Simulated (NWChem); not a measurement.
Molecule: CHO, doublet; SMILES O=[CH]

Computed with NWChem. Spin-unrestricted. In the optimisation the excess spin sits in a' (Cs, its own frame). All runs use the structure optimised with PBE-D3(BJ)/def2-SVP, spin-unrestricted. No stability test was run on the SCF state. Level r2SCAN/def2-SVP: energy and gradient on several grids; changes count from the extra-fine grid, which is no exact limit either.

```
grid     size of the energy change (μHa)  largest change of a gradient component (μHa/bohr)
-------  -------------------------------  -------------------------------------------------
xcoarse                               20                                                400
coarse                               200                                                100
medium                                20                                                 80
fine                                < 10                                               < 30
xfine                               < 10                                               < 30
```
